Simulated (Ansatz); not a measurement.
Geometry optimisation, Ansatz 0.2.0, RKS PBE0-D4/def2-SVPD.

Input:

```yaml
crystal:
  periodic: [false, false, false]
  atoms:
    - { symbol: B, position_ang: [-0.80531, -0.25917, -0.48476] }
    - { symbol: C, position_ang: [0.46832, 0.44568, -0.62789] }
    - { symbol: C, position_ang: [0.40968, 0.00336, 0.64721] }
    - { symbol: H, position_ang: [0.36626, 0.7368, -1.67332] }
    - { symbol: H, position_ang: [1.1963, 0.99928, -1.18542] }
    - { symbol: H, position_ang: [1.09476, 0.08446, 1.48018] }
    - { symbol: H, position_ang: [-0.53144, -0.5829, 0.95424] }
total_charge: 1
basis:
  gaussian: { orbitals: def2-SVPD }
hamiltonian:
  xc: pbe0
  dispersion: d4
relax:
  f_tol: 0.02
  max_steps: 50
```

Run as:

```bash
$ ansatz run input.yaml --threads 2 --pin off --max-ram 3072MiB --backend cpu --events-out ev --progress --plain --runs-dir out
```

Question: Where does it end, and by what steps?

Answer: The forces met the threshold. Limits of this set-up: the dipole of an ion depends on the origin. After 18 steps the energy has fallen by 3.133 eV; B1 moved furthest, 1.44 Å. Parted: B1–C3.

```json
{"step": "0", "energy less start (eV)": "0.0000", "largest force component (eV/Å)": "4.370", "accepted": "yes"}
{"step": "1", "energy less start (eV)": "-0.8055", "largest force component (eV/Å)": "2.732", "accepted": "yes"}
{"step": "2", "energy less start (eV)": "-1.5875", "largest force component (eV/Å)": "2.478", "accepted": "yes"}
{"step": "3", "energy less start (eV)": "-2.0615", "largest force component (eV/Å)": "2.437", "accepted": "yes"}
{"step": "4", "energy less start (eV)": "-2.2150", "largest force component (eV/Å)": "1.231", "accepted": "yes"}
{"step": "5", "energy less start (eV)": "-2.4194", "largest force component (eV/Å)": "0.198", "accepted": "yes"}
{"step": "6", "energy less start (eV)": "-2.4964", "largest force component (eV/Å)": "0.226", "accepted": "yes"}
{"step": "7", "energy less start (eV)": "-2.5574", "largest force component (eV/Å)": "0.548", "accepted": "yes"}
{"step": "8", "energy less start (eV)": "-2.6019", "largest force component (eV/Å)": "0.830", "accepted": "yes"}
{"step": "9", "energy less start (eV)": "-2.6374", "largest force component (eV/Å)": "0.975", "accepted": "yes"}
{"step": "10", "energy less start (eV)": "-2.6778", "largest force component (eV/Å)": "0.732", "accepted": "yes"}
{"step": "11", "energy less start (eV)": "-2.7256", "largest force component (eV/Å)": "0.340", "accepted": "yes"}
{"step": "12", "energy less start (eV)": "-2.7570", "largest force component (eV/Å)": "0.747", "accepted": "yes"}
{"step": "13", "energy less start (eV)": "-2.8627", "largest force component (eV/Å)": "1.174", "accepted": "yes"}
{"step": "14", "energy less start (eV)": "-3.0117", "largest force component (eV/Å)": "1.314", "accepted": "yes"}
{"step": "15", "energy less start (eV)": "-3.0721", "largest force component (eV/Å)": "0.898", "accepted": "yes"}
{"step": "16", "energy less start (eV)": "-3.1293", "largest force component (eV/Å)": "0.313", "accepted": "yes"}
{"step": "17", "energy less start (eV)": "-3.1328", "largest force component (eV/Å)": "0.121", "accepted": "yes"}
{"step": "18", "energy less start (eV)": "-3.1331", "largest force component (eV/Å)": "0.010", "accepted": "yes"}
```

```xyz
7
Properties=species:S:1:pos:R:3
B -0.120 -0.993 -1.523
C 0.392 0.372 -0.606
C 0.316 0.268 0.768
H -0.338 1.033 -1.117
H 1.400 0.348 -1.072
H 1.145 -0.143 1.353
H -0.597 0.542 1.307
```

Whether the end is a true minimum wasn't checked by a vibrational analysis.

The run took 15 s on 2 threads of Intel(R) Xeon(R) Platinum 8488C (Sapphire Rapids) (shared host), peak memory 0.16 GiB.
